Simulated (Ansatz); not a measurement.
## CH4, singlet in 6-31G: errors against full CI

Geometry: displaced at random from a stationary point.

| atom | x (Å) | y (Å) | z (Å) |
| --- | --- | --- | --- |
| C | 0.0067 | -0.0002 | 0.0103 |
| H | 0.6340 | 0.6136 | 0.6284 |
| H | -0.5777 | -0.5838 | 0.5855 |
| H | -0.6755 | 0.6083 | -0.6461 |
| H | 0.5389 | -0.6352 | -0.6908 |

Basis 6-31G; Ansatz 0.2.0. Correlated methods freeze the noble-gas cores, which leaves 8 electrons in 16 orbitals. Prefix R: restricted or restricted open-shell reference. Active spaces: valence = (8e, 8o) chosen from the atoms' valence shells.

Full CI is exact within this basis and frozen core; it isn't the basis-set limit.

The UHF ⟨S²⟩ is 0.000, the T1 diagnostic (RCCSD) is 0.0037 and the largest doubles amplitude (RCCSD) is 0.051.

| level | E − E(RHF) (eV) |
| --- | --- |
| RMP2 | -2.6525 |
| RCCSD | -3.1650 |
| RCCSD(T) | -3.2070 |

(1) Estimate how far full CI in 6-31G lies from RCCSD(T). The table doesn't fix it; the size of (T) and the diagnostics are the guide.

(1) Full CI in 6-31G lies 0.8 kJ/mol below RCCSD(T), which is 19 % of the (T) step (-4.0 kJ/mol). The diagnostics are small and one determinant leads, so the series closes fast and only a small part of (T) is left.

The other levels:

| level | E − E(full CI) (kJ/mol) | share of correlation (%) | wall time |
| --- | --- | --- | --- |
| CISD | 16.4 | 94.73 | 0.18 s |
| BCCD(T) | 0.8 | 99.75 | 0.12 s |
| RCCSDT | 0.2 | 99.93 | – |
| CISDTQ | 0.5 | 99.85 | 0.66 s |
| RCCSDT(Q) | 0.0 | 100.00 | 0.21 s |
| RCCSDTQ | 0.0 | 99.99 | 1.4 s |
| CASSCF (valence space) | 97.6 | 68.55 | – |
| NEVPT2 (valence space) | 23.3 | 92.50 | 1.4 s |
| MRCISD (valence space) | 1.5 | 99.53 | – |
| MRCISD+Q (valence space) | -0.2 | 100.05 | 2.1 s |
| MRCISD+Q(relaxed) (valence space) | -0.4 | 100.12 | 2.4 s |

The correlation energy at full CI, counted from RHF, is -3.215 eV. That run took 7.5 s on 1 thread of INTEL XEON PLATINUM 8581C, shared host over 3,312,400 determinants.

Times hold each run's SCF and search for its determinant on a shared host, so for small cases they say little of a method's own cost; they ran on 1 thread of INTEL XEON PLATINUM 8581C. Some runs computed forces too.

The full-CI state has the irrep A of C1, in the program's axes.

Natural occupations of full CI about the gap: 1.982 1.971 1.969 1.966 0.026 0.022 0.021 0.017 0.007 0.006; effectively unpaired electrons, Σ n²(2−n)², 0.02.
